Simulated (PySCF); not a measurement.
**difluorophosphine, F₂HP**

Molfile (atoms numbered from 1):
```
F2HP
     RDKit          3D

  4  3  0  0  0  0  0  0  0  0999 V2000
    1.2602   -0.5430    0.2998 F   0  0  0  0  0  0  0  0  0  0  0  0
   -0.1290   -0.3153   -0.4801 P   0  0  0  0  0  0  0  0  0  0  0  0
   -1.1277   -0.2425    0.7801 F   0  0  0  0  0  0  0  0  0  0  0  0
    0.0214    1.1116   -0.6239 H   0  0  0  0  0  0  0  0  0  0  0  0
  1  2  1  0
  2  3  1  0
  2  4  1  0
M  END
```

Computed with GIAO KT3/pcSseg-1 magnetisability, rotational g tensor and spin-rotation constants, non-relativistic, gas phase in PySCF. Geometry: PBE0-D3(BJ)/def2-SVP.

Question: Give the nuclear spin-rotation constants along the inertial axes (H = +C I·J) beside the isotropic shieldings.

Answer: Rotational constants 23.8964, 8.5429, 6.6134 GHz.
```csv
atom,isotope,Caa (kHz),Cbb (kHz),Ccc (kHz),mean (kHz),σ (ppm)
F1,19F,15.849,4.241,13.519,11.203,286.4
P2,31P,53.090,19.204,12.850,28.381,94.7
F3,19F,15.847,4.236,13.526,11.203,286.4
H4,1H,-1.843,-0.501,0.450,-0.631,23.0
```
For the geometry as given, no vibrational averaging.
